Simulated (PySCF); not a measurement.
# H₂ClO−, an ion with solvent molecules: interaction energy, part 2 of 3

PySCF 2.14.0. Atoms count from 0, parts from 1.

## (5) Coupled-cluster interaction energy: CCSD(T) and MP2, 2.33 Å

The job: settings as JSON, then the geometry in Å.

```
{"job": {"kind": "intercc", "basis": "aug-cc-pVDZ", "basis_mid": "aug-cc-pVTZ", "basis_large": "aug-cc-pVQZ"}, "charge": -1, "multiplicity": 1, "parts": [{"atoms": "0-0", "charge": -1, "multiplicity": 1}, {"atoms": "1-3", "charge": 0, "multiplicity": 1}]}
Cl    -0.005430     0.079425    -0.023163
O     -2.152138    -1.409123    -2.054742
H     -1.759551    -2.270619    -1.900094
H     -1.583369    -0.834123    -1.481243
```

Level: CCSD(T)/aug-cc-pVDZ and MP2/aug-cc-pVTZ, aug-cc-pVQZ counterpoise interaction energy, frozen core, gas phase.

Standard output:

```text
part 1, own basis, geometry of the cluster: E = -459.5737370343 (as before)

part 2, own basis, geometry of the cluster: E = -76.0579289056 (as before)

part 1, own basis, relaxed alone: E = -459.5737370343 (as before)

part 2, own basis, relaxed alone: E = -76.0604054022 (as before)

cluster
final grid: 3952 points
cycle   1  E = -535.6510450017  dE = -7.407e-03  |g| = 3.512e-02  |ddm| = 3.351e-01
cycle   2  E = -535.6517539143  dE = -7.089e-04  |g| = 1.360e-02  |ddm| = 8.094e-02
cycle   3  E = -535.6518751564  dE = -1.212e-04  |g| = 6.079e-03  |ddm| = 3.456e-02
cycle   4  E = -535.6518929777  dE = -1.782e-05  |g| = 1.916e-03  |ddm| = 1.376e-02
cycle   5  E = -535.6518946327  dE = -1.655e-06  |g| = 4.348e-04  |ddm| = 4.020e-03
cycle   6  E = -535.6518947609  dE = -1.282e-07  |g| = 8.599e-05  |ddm| = 1.468e-03
cycle   7  E = -535.6518947657  dE = -4.821e-09  |g| = 2.328e-05  |ddm| = 2.784e-04
cycle   8  E = -535.6518947661  dE = -3.567e-10  |g| = 4.482e-06  |ddm| = 8.791e-05
converged SCF energy = -535.6518947661

part 1 in the basis of the cluster
final grid: 3952 points
cycle   1  E = -459.5735471180  dE = -2.502e-05  |g| = 1.134e-03  |ddm| = 7.688e-02
cycle   2  E = -459.5735475817  dE = -4.637e-07  |g| = 2.371e-04  |ddm| = 1.055e-02
cycle   3  E = -459.5735476170  dE = -3.531e-08  |g| = 1.122e-04  |ddm| = 1.902e-03
cycle   4  E = -459.5735476211  dE = -4.083e-09  |g| = 1.575e-05  |ddm| = 4.879e-04
cycle   5  E = -459.5735476214  dE = -2.593e-10  |g| = 1.945e-06  |ddm| = 1.211e-04
converged SCF energy = -459.5735476214

part 2 in the basis of the cluster
final grid: 3952 points
cycle   1  E = -76.0579495152  dE = -2.098e-05  |g| = 8.219e-04  |ddm| = 1.039e-01
cycle   2  E = -76.0579497630  dE = -2.478e-07  |g| = 1.020e-04  |ddm| = 1.096e-02
cycle   3  E = -76.0579497681  dE = -5.043e-09  |g| = 1.100e-05  |ddm| = 1.463e-03
cycle   4  E = -76.0579497681  dE = -4.528e-11  |g| = 6.148e-06  |ddm| = 4.406e-05
converged SCF energy = -76.0579497681

Interaction energy (kcal/mol)
  counterpoise      -14.699
  uncorrected       -15.258
  dispersion part     0.000
  deformation         0.591
  binding           -14.108

Decomposition of the uncorrected value (kcal/mol)
  electrostatic     -15.928
  Pauli               8.280
  orbital            -5.181
  dispersion          0.000
  correlation        -2.429

Charge of each part in the cluster: -0.976 -0.024
part 1, own basis, geometry of the cluster: E = -459.5765936161 (as before)

part 2, own basis, geometry of the cluster: E = -76.0632302738 (as before)

part 1, own basis, relaxed alone: E = -459.5765936161 (as before)

part 2, own basis, relaxed alone: E = -76.0657738207 (as before)

cluster
final grid: 3952 points
cycle   1  E = -535.6591760376  dE = -7.442e-03  |g| = 3.561e-02  |ddm| = 3.246e-01
cycle   2  E = -535.6598916749  dE = -7.156e-04  |g| = 1.392e-02  |ddm| = 6.810e-02
cycle   3  E = -535.6600131238  dE = -1.214e-04  |g| = 6.149e-03  |ddm| = 3.255e-02
cycle   4  E = -535.6600324867  dE = -1.936e-05  |g| = 2.040e-03  |ddm| = 1.445e-02
cycle   5  E = -535.6600342133  dE = -1.727e-06  |g| = 4.777e-04  |ddm| = 4.088e-03
cycle   6  E = -535.6600343627  dE = -1.494e-07  |g| = 9.543e-05  |ddm| = 1.644e-03
cycle   7  E = -535.6600343685  dE = -5.883e-09  |g| = 2.571e-05  |ddm| = 3.847e-04
cycle   8  E = -535.6600343690  dE = -4.393e-10  |g| = 4.803e-06  |ddm| = 1.256e-04
converged SCF energy = -535.6600343690

part 1 in the basis of the cluster
final grid: 3952 points
cycle   1  E = -459.5763955301  dE = -6.886e-06  |g| = 8.458e-04  |ddm| = 3.265e-02
cycle   2  E = -459.5763958811  dE = -3.510e-07  |g| = 2.405e-04  |ddm| = 5.632e-03
cycle   3  E = -459.5763959185  dE = -3.741e-08  |g| = 1.018e-04  |ddm| = 1.337e-03
cycle   4  E = -459.5763959245  dE = -5.940e-09  |g| = 8.736e-06  |ddm| = 6.022e-04
cycle   5  E = -459.5763959245  dE = -8.185e-11  |g| = 1.458e-06  |ddm| = 1.103e-04
converged SCF energy = -459.5763959245

part 2 in the basis of the cluster
final grid: 3952 points
cycle   1  E = -76.0632388604  dE = -9.074e-06  |g| = 5.260e-04  |ddm| = 9.584e-02
cycle   2  E = -76.0632389561  dE = -9.577e-08  |g| = 6.157e-05  |ddm| = 8.278e-03
cycle   3  E = -76.0632389579  dE = -1.734e-09  |g| = 4.258e-06  |ddm| = 1.001e-03
cycle   4  E = -76.0632389579  dE = -9.962e-12  |g| = 1.246e-06  |ddm| = 4.421e-05
converged SCF energy = -76.0632389579

Interaction energy (kcal/mol)
  counterpoise      -14.896
  uncorrected       -15.206
  dispersion part     0.000
  deformation         0.680
  binding           -14.216

Decomposition of the uncorrected value (kcal/mol)
  electrostatic     -15.903
  Pauli               8.300
  orbital            -5.209
  dispersion          0.000
  correlation        -2.395

Charge of each part in the cluster: -0.975 -0.025
part 1 in the basis of the cluster: E(HF) = -459.563723607  E2 = -0.159966672  E(CCSD corr) = -0.171422047  (T) = -0.004287530
part 2 in the basis of the cluster: E(HF) = -76.039014125  E2 = -0.221431626  E(CCSD corr) = -0.229060831  (T) = -0.005410114
cluster: E(HF) = -535.622971318  E2 = -0.383455491  E(CCSD corr) = -0.401853799  (T) = -0.010060597

Counterpoise interaction energy (kcal/mol)
  hf_small                 -12.697
  mp2_small                -13.988
  ccsd_small               -13.557
  ccsdt_small              -13.785
  hf_large                 -12.801
  mp2_large                -14.896
  hf_middle                -12.800
  mp2_middle               -14.699
  scs_mp2_large            -14.238
  mp2_limit                -15.040
  ccsdt_less_mp2             0.203
  ccsdt_limit_estimate     -14.837
  bsse_mp2_large             0.310
```

Run time: 21 s. Hardware: 1 thread of Arm Neoverse N1, shared host; peak memory 0.51 GiB.

Contacts at this geometry (a selection, picked against the atoms' radii; other short pairs can be missing):

| atoms | distance (Å) | kind (by distance and angle) | angle (°) |
| --- | --- | --- | --- |
| H3···Cl0 | 2.33 | hydrogen bond | 167 |

Differences are taken before rounding.

| method | interaction energy (kcal/mol) | from CCSD(T), limit estimate (kcal/mol) |
| --- | --- | --- |
| HF/aug-cc-pVDZ | -12.70 | +2.14 |
| MP2/aug-cc-pVDZ | -13.99 | +0.85 |
| CCSD/aug-cc-pVDZ | -13.56 | +1.28 |
| CCSD(T)/aug-cc-pVDZ | -13.78 | +1.05 |
| HF/aug-cc-pVQZ | -12.80 | +2.04 |
| MP2/aug-cc-pVQZ | -14.90 | -0.06 |
| SCS-MP2/aug-cc-pVQZ | -14.24 | +0.60 |
| MP2, extrapolated | -15.04 | -0.20 |
| CCSD(T), limit estimate | -14.84 | 0 |

These energies keep the parts at their geometry in the cluster; deforming them to it costs 0.68 kcal/mol (MP2).

## (6) Coupled-cluster interaction energy: CCSD(T) and MP2, 2.02 Å

Settings changed since step 5:

```diff
@@ -2,4 +2,4 @@
 Cl    -0.005430     0.079425    -0.023163
-O     -2.152138    -1.409123    -2.054742
-H     -1.759551    -2.270619    -1.900094
-H     -1.583369    -0.834123    -1.481243
+O     -1.936964    -1.284548    -1.855913
+H     -1.544378    -2.146044    -1.701265
+H     -1.368196    -0.709548    -1.282414
```

With the program's defaults for keys left out, this is: CCSD(T)/aug-cc-pVDZ and MP2/aug-cc-pVTZ, aug-cc-pVQZ counterpoise interaction energy, frozen core, gas phase.

Standard output:

```text
part 1, own basis, geometry of the cluster: E = -459.5737370343 (as before)

part 2, own basis, geometry of the cluster: E = -76.0579289056 (as before)

part 1, own basis, relaxed alone: E = -459.5737370343 (as before)

part 2, own basis, relaxed alone: E = -76.0604054022 (as before)

cluster
final grid: 3952 points
cycle   1  E = -535.6480563010  dE = -1.443e-02  |g| = 4.924e-02  |ddm| = 5.069e-01
cycle   2  E = -535.6494217615  dE = -1.365e-03  |g| = 1.807e-02  |ddm| = 1.074e-01
cycle   3  E = -535.6496618558  dE = -2.401e-04  |g| = 5.453e-03  |ddm| = 4.803e-02
cycle   4  E = -535.6496827299  dE = -2.087e-05  |g| = 1.467e-03  |ddm| = 1.533e-02
cycle   5  E = -535.6496840729  dE = -1.343e-06  |g| = 3.971e-04  |ddm| = 3.831e-03
cycle   6  E = -535.6496841583  dE = -8.538e-08  |g| = 1.377e-04  |ddm| = 1.169e-03
cycle   7  E = -535.6496841649  dE = -6.590e-09  |g| = 3.481e-05  |ddm| = 3.120e-04
cycle   8  E = -535.6496841655  dE = -5.905e-10  |g| = 6.080e-06  |ddm| = 1.087e-04
converged SCF energy = -535.6496841655

part 1 in the basis of the cluster
final grid: 3952 points
cycle   1  E = -459.5735422534  dE = -3.138e-05  |g| = 1.228e-03  |ddm| = 8.210e-02
cycle   2  E = -459.5735427520  dE = -4.986e-07  |g| = 2.455e-04  |ddm| = 9.336e-03
cycle   3  E = -459.5735427897  dE = -3.766e-08  |g| = 1.172e-04  |ddm| = 1.534e-03
cycle   4  E = -459.5735427939  dE = -4.247e-09  |g| = 1.702e-05  |ddm| = 3.917e-04
cycle   5  E = -459.5735427942  dE = -3.015e-10  |g| = 1.806e-06  |ddm| = 1.433e-04
converged SCF energy = -459.5735427942

part 2 in the basis of the cluster
final grid: 3952 points
cycle   1  E = -76.0579611807  dE = -3.281e-05  |g| = 1.054e-03  |ddm| = 1.061e-01
cycle   2  E = -76.0579615631  dE = -3.824e-07  |g| = 1.297e-04  |ddm| = 1.066e-02
cycle   3  E = -76.0579615710  dE = -7.863e-09  |g| = 1.502e-05  |ddm| = 1.432e-03
cycle   4  E = -76.0579615711  dE = -8.532e-11  |g| = 8.257e-06  |ddm| = 6.028e-05
converged SCF energy = -76.0579615711

Interaction energy (kcal/mol)
  counterpoise      -14.827
  uncorrected       -15.712
  dispersion part     0.000
  deformation         0.591
  binding           -14.236

Decomposition of the uncorrected value (kcal/mol)
  electrostatic     -22.599
  Pauli              21.226
  orbital           -10.077
  dispersion          0.000
  correlation        -4.263

Charge of each part in the cluster: -0.961 -0.039
part 1, own basis, geometry of the cluster: E = -459.5765936161 (as before)

part 2, own basis, geometry of the cluster: E = -76.0632302738 (as before)

part 1, own basis, relaxed alone: E = -459.5765936161 (as before)

part 2, own basis, relaxed alone: E = -76.0657738207 (as before)

cluster
final grid: 3952 points
cycle   1  E = -535.6561775097  dE = -1.435e-02  |g| = 4.992e-02  |ddm| = 5.234e-01
cycle   2  E = -535.6575440270  dE = -1.367e-03  |g| = 1.844e-02  |ddm| = 9.746e-02
cycle   3  E = -535.6577813611  dE = -2.373e-04  |g| = 5.994e-03  |ddm| = 4.613e-02
cycle   4  E = -535.6578064147  dE = -2.505e-05  |g| = 1.557e-03  |ddm| = 1.713e-02
cycle   5  E = -535.6578078784  dE = -1.464e-06  |g| = 4.335e-04  |ddm| = 4.200e-03
cycle   6  E = -535.6578079826  dE = -1.041e-07  |g| = 1.521e-04  |ddm| = 1.365e-03
cycle   7  E = -535.6578079906  dE = -8.012e-09  |g| = 3.816e-05  |ddm| = 4.050e-04
cycle   8  E = -535.6578079913  dE = -7.416e-10  |g| = 6.389e-06  |ddm| = 1.689e-04
converged SCF energy = -535.6578079913

part 1 in the basis of the cluster
final grid: 3952 points
cycle   1  E = -459.5763863574  dE = -8.038e-06  |g| = 8.827e-04  |ddm| = 7.597e-02
cycle   2  E = -459.5763867362  dE = -3.788e-07  |g| = 2.504e-04  |ddm| = 8.899e-03
cycle   3  E = -459.5763867766  dE = -4.040e-08  |g| = 1.058e-04  |ddm| = 1.506e-03
cycle   4  E = -459.5763867830  dE = -6.419e-09  |g| = 9.169e-06  |ddm| = 6.458e-04
cycle   5  E = -459.5763867831  dE = -9.294e-11  |g| = 1.368e-06  |ddm| = 1.543e-04
converged SCF energy = -459.5763867831

part 2 in the basis of the cluster
final grid: 3952 points
cycle   1  E = -76.0632431598  dE = -1.352e-05  |g| = 6.499e-04  |ddm| = 1.742e-01
cycle   2  E = -76.0632433004  dE = -1.406e-07  |g| = 7.612e-05  |ddm| = 1.551e-02
cycle   3  E = -76.0632433031  dE = -2.667e-09  |g| = 5.841e-06  |ddm| = 1.907e-03
cycle   4  E = -76.0632433031  dE = -1.970e-11  |g| = 1.575e-06  |ddm| = 8.339e-05
converged SCF energy = -76.0632433031

Interaction energy (kcal/mol)
  counterpoise      -15.183
  uncorrected       -15.713
  dispersion part     0.000
  deformation         0.680
  binding           -14.502

Decomposition of the uncorrected value (kcal/mol)
  electrostatic     -22.628
  Pauli              21.235
  orbital           -10.028
  dispersion          0.000
  correlation        -4.293

Charge of each part in the cluster: -0.961 -0.039
part 1 in the basis of the cluster: E(HF) = -459.563756799  E2 = -0.160391087  E(CCSD corr) = -0.171862802  (T) = -0.004354770
part 2 in the basis of the cluster: E(HF) = -76.039040029  E2 = -0.221536782  E(CCSD corr) = -0.229159322  (T) = -0.005427400
cluster: E(HF) = -535.620658075  E2 = -0.385698164  E(CCSD corr) = -0.403497444  (T) = -0.010349028

Counterpoise interaction energy (kcal/mol)
  hf_small                 -11.208
  mp2_small                -13.574
  ccsd_small               -12.761
  ccsdt_small              -13.117
  hf_large                 -11.407
  mp2_large                -15.182
  hf_middle                -11.408
  mp2_middle               -14.827
  scs_mp2_large            -14.089
  mp2_limit                -15.443
  ccsdt_less_mp2             0.457
  ccsdt_limit_estimate     -14.986
  bsse_mp2_large             0.531
```

Wall time 21 s (1 thread of Arm Neoverse N1, shared host); peak memory 0.51 GiB.

Contacts at this geometry (a selection, picked against the atoms' radii; other short pairs can be missing):

| atoms | distance (Å) | kind (by distance and angle) | angle (°) |
| --- | --- | --- | --- |
| H3···Cl0 | 2.02 | hydrogen bond | 167 |

Differences are taken before rounding.

| method | interaction energy (kcal/mol) | from CCSD(T), limit estimate (kcal/mol) |
| --- | --- | --- |
| HF/aug-cc-pVDZ | -11.21 | +3.78 |
| MP2/aug-cc-pVDZ | -13.57 | +1.41 |
| CCSD/aug-cc-pVDZ | -12.76 | +2.22 |
| CCSD(T)/aug-cc-pVDZ | -13.12 | +1.87 |
| HF/aug-cc-pVQZ | -11.41 | +3.58 |
| MP2/aug-cc-pVQZ | -15.18 | -0.20 |
| SCS-MP2/aug-cc-pVQZ | -14.09 | +0.90 |
| MP2, extrapolated | -15.44 | -0.46 |
| CCSD(T), limit estimate | -14.99 | 0 |

These energies keep the parts at their geometry in the cluster; deforming them to it costs 0.68 kcal/mol (MP2).

## (7) Coupled-cluster interaction energy: CCSD(T) and MP2, 2.65 Å

Settings changed since step 6:

```diff
@@ -2,4 +2,4 @@
 Cl    -0.005430     0.079425    -0.023163
-O     -1.936964    -1.284548    -1.855913
-H     -1.544378    -2.146044    -1.701265
-H     -1.368196    -0.709548    -1.282414
+O     -2.367312    -1.533698    -2.253571
+H     -1.974724    -2.395194    -2.098923
+H     -1.798542    -0.958698    -1.680072
```

Method: CCSD(T)/aug-cc-pVDZ and MP2/aug-cc-pVTZ, aug-cc-pVQZ counterpoise interaction energy, frozen core, gas phase.

Standard output:

```text
part 1, own basis, geometry of the cluster: E = -459.5737370343 (as before)

part 2, own basis, geometry of the cluster: E = -76.0579289056 (as before)

part 1, own basis, relaxed alone: E = -459.5737370343 (as before)

part 2, own basis, relaxed alone: E = -76.0604054022 (as before)

cluster
final grid: 3952 points
cycle   1  E = -535.6495970765  dE = -4.215e-03  |g| = 2.750e-02  |ddm| = 2.499e-01
cycle   2  E = -535.6500030538  dE = -4.060e-04  |g| = 1.145e-02  |ddm| = 6.701e-02
cycle   3  E = -535.6500696700  dE = -6.662e-05  |g| = 5.854e-03  |ddm| = 2.490e-02
cycle   4  E = -535.6500867351  dE = -1.707e-05  |g| = 1.385e-03  |ddm| = 1.390e-02
cycle   5  E = -535.6500879028  dE = -1.168e-06  |g| = 3.181e-04  |ddm| = 3.478e-03
cycle   6  E = -535.6500879809  dE = -7.814e-08  |g| = 5.810e-05  |ddm| = 1.238e-03
cycle   7  E = -535.6500879832  dE = -2.299e-09  |g| = 1.695e-05  |ddm| = 1.842e-04
cycle   8  E = -535.6500879834  dE = -1.960e-10  |g| = 3.084e-06  |ddm| = 7.156e-05
converged SCF energy = -535.6500879834

part 1 in the basis of the cluster
final grid: 3952 points
cycle   1  E = -459.5735547068  dE = -1.813e-05  |g| = 9.883e-04  |ddm| = 6.621e-02
cycle   2  E = -459.5735551049  dE = -3.981e-07  |g| = 2.211e-04  |ddm| = 1.034e-02
cycle   3  E = -459.5735551369  dE = -3.200e-08  |g| = 1.035e-04  |ddm| = 1.941e-03
cycle   4  E = -459.5735551408  dE = -3.888e-09  |g| = 1.387e-05  |ddm| = 5.757e-04
cycle   5  E = -459.5735551410  dE = -2.051e-10  |g| = 2.111e-06  |ddm| = 1.022e-04
converged SCF energy = -459.5735551410

part 2 in the basis of the cluster
final grid: 3952 points
cycle   1  E = -76.0579433369  dE = -1.472e-05  |g| = 6.682e-04  |ddm| = 9.430e-02
cycle   2  E = -76.0579435101  dE = -1.732e-07  |g| = 8.365e-05  |ddm| = 9.444e-03
cycle   3  E = -76.0579435137  dE = -3.571e-09  |g| = 7.948e-06  |ddm| = 1.240e-03
cycle   4  E = -76.0579435137  dE = -2.532e-11  |g| = 4.402e-06  |ddm| = 3.861e-05
converged SCF energy = -76.0579435137

Interaction energy (kcal/mol)
  counterpoise      -12.678
  uncorrected       -13.022
  dispersion part     0.000
  deformation         0.591
  binding           -12.087

Decomposition of the uncorrected value (kcal/mol)
  electrostatic     -12.022
  Pauli               3.289
  orbital            -2.953
  dispersion          0.000
  correlation        -1.336

Charge of each part in the cluster: -0.985 -0.015
part 1, own basis, geometry of the cluster: E = -459.5765936161 (as before)

part 2, own basis, geometry of the cluster: E = -76.0632302738 (as before)

part 1, own basis, relaxed alone: E = -459.5765936161 (as before)

part 2, own basis, relaxed alone: E = -76.0657738207 (as before)

cluster
final grid: 3952 points
cycle   1  E = -535.6577376236  dE = -4.256e-03  |g| = 2.791e-02  |ddm| = 2.237e-01
cycle   2  E = -535.6581505115  dE = -4.129e-04  |g| = 1.172e-02  |ddm| = 5.511e-02
cycle   3  E = -535.6582180764  dE = -6.756e-05  |g| = 5.880e-03  |ddm| = 2.345e-02
cycle   4  E = -535.6582357122  dE = -1.764e-05  |g| = 1.487e-03  |ddm| = 1.373e-02
cycle   5  E = -535.6582369586  dE = -1.246e-06  |g| = 3.476e-04  |ddm| = 3.612e-03
cycle   6  E = -535.6582370487  dE = -9.015e-08  |g| = 6.559e-05  |ddm| = 1.400e-03
cycle   7  E = -535.6582370515  dE = -2.807e-09  |g| = 1.893e-05  |ddm| = 2.401e-04
cycle   8  E = -535.6582370518  dE = -2.526e-10  |g| = 3.353e-06  |ddm| = 8.785e-05
converged SCF energy = -535.6582370518

part 1 in the basis of the cluster
final grid: 3952 points
cycle   1  E = -459.5764075279  dE = -5.764e-06  |g| = 7.886e-04  |ddm| = 2.737e-02
cycle   2  E = -459.5764078435  dE = -3.156e-07  |g| = 2.271e-04  |ddm| = 5.365e-03
cycle   3  E = -459.5764078773  dE = -3.380e-08  |g| = 9.618e-05  |ddm| = 1.281e-03
cycle   4  E = -459.5764078828  dE = -5.426e-09  |g| = 7.845e-06  |ddm| = 5.924e-04
cycle   5  E = -459.5764078828  dE = -6.531e-11  |g| = 1.583e-06  |ddm| = 8.840e-05
converged SCF energy = -459.5764078828

part 2 in the basis of the cluster
final grid: 3952 points
cycle   1  E = -76.0632359737  dE = -6.141e-06  |g| = 4.322e-04  |ddm| = 6.544e-02
cycle   2  E = -76.0632360406  dE = -6.694e-08  |g| = 5.073e-05  |ddm| = 6.083e-03
cycle   3  E = -76.0632360418  dE = -1.176e-09  |g| = 3.121e-06  |ddm| = 7.737e-04
cycle   4  E = -76.0632360418  dE = -4.974e-12  |g| = 8.287e-07  |ddm| = 3.135e-05
converged SCF energy = -76.0632360418

Interaction energy (kcal/mol)
  counterpoise      -12.795
  uncorrected       -12.962
  dispersion part     0.000
  deformation         0.680
  binding           -12.115

Decomposition of the uncorrected value (kcal/mol)
  electrostatic     -11.992
  Pauli               3.301
  orbital            -2.984
  dispersion          0.000
  correlation        -1.287

Charge of each part in the cluster: -0.984 -0.016
part 1 in the basis of the cluster: E(HF) = -459.563700795  E2 = -0.159690851  E(CCSD corr) = -0.171129824  (T) = -0.004239852
part 2 in the basis of the cluster: E(HF) = -76.038996468  E2 = -0.221361378  E(CCSD corr) = -0.228991997  (T) = -0.005396788
cluster: E(HF) = -535.621266067  E2 = -0.382139632  E(CCSD corr) = -0.400829151  (T) = -0.009859208

Counterpoise interaction energy (kcal/mol)
  hf_small                 -11.652
  mp2_small                -12.335
  ccsd_small               -12.096
  ccsdt_small              -12.236
  hf_large                 -11.667
  mp2_large                -12.795
  hf_middle                -11.665
  mp2_middle               -12.678
  scs_mp2_large            -12.394
  mp2_limit                -12.878
  ccsdt_less_mp2             0.099
  ccsdt_limit_estimate     -12.780
  bsse_mp2_large             0.167
```

Run time: 21 s. Hardware: 1 thread of Arm Neoverse N1, shared host; peak memory 0.51 GiB.

Contacts at this geometry (a selection, picked against the atoms' radii; other short pairs can be missing):

| atoms | distance (Å) | kind (by distance and angle) | angle (°) |
| --- | --- | --- | --- |
| H3···Cl0 | 2.65 | hydrogen bond | 167 |

Differences are taken before rounding.

| method | interaction energy (kcal/mol) | from CCSD(T), limit estimate (kcal/mol) |
| --- | --- | --- |
| HF/aug-cc-pVDZ | -11.65 | +1.13 |
| MP2/aug-cc-pVDZ | -12.33 | +0.45 |
| CCSD/aug-cc-pVDZ | -12.10 | +0.68 |
| CCSD(T)/aug-cc-pVDZ | -12.24 | +0.54 |
| HF/aug-cc-pVQZ | -11.67 | +1.11 |
| MP2/aug-cc-pVQZ | -12.79 | -0.02 |
| SCS-MP2/aug-cc-pVQZ | -12.39 | +0.39 |
| MP2, extrapolated | -12.88 | -0.10 |
| CCSD(T), limit estimate | -12.78 | 0 |

These energies keep the parts at their geometry in the cluster; deforming them to it costs 0.68 kcal/mol (MP2).

(Part 2 of 3 ends here.)
